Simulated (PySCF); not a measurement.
An element was calculated at PBE (PySCF 2.14, non-relativistic, a triple-zeta basis, no spin-orbit coupling), in the ground configurations that NIST lists.

```
electron affinity          : 3.650 eV
first ionisation energy    : 12.969 eV
second ionisation energy   : 23.845 eV
third ionisation energy    : 39.577 eV
polarisability of the atom : 15.7 bohr³
```

**Question.** Which element is it?

**Answer.** Chlorine (Cl, Z = 17), in aug-cc-pV(5+d)Z. NIST lists 12.968, 23.814, 39.8 ± 0.11 eV for these ionisation energies.
